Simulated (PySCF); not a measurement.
Method: PBE-D3(BJ)/def2-TZVP // PBE-D3(BJ)/def2-SVP in PySCF. All species are isolated molecules in the gas phase. 

Reference species (SMILES): `F[Si](F)(CC)F` (neutral, multiplicity 1).

| Property | Value |
|---|---|
| HOMO–LUMO gap | 7.90 eV |
| LUMO | -0.26 eV |

Changed species: `F[Si](F)(F)F` (0 of 4 F replaced by C2H5; the reference has 1 of 4 F replaced by C2H5).

Problem. Give the shifts of the HOMO–LUMO gap and LUMO.

Solution. the HOMO–LUMO gap rises by 1.56 eV, to 9.46 eV; the LUMO decreases by 0.85 eV, to -1.11 eV.
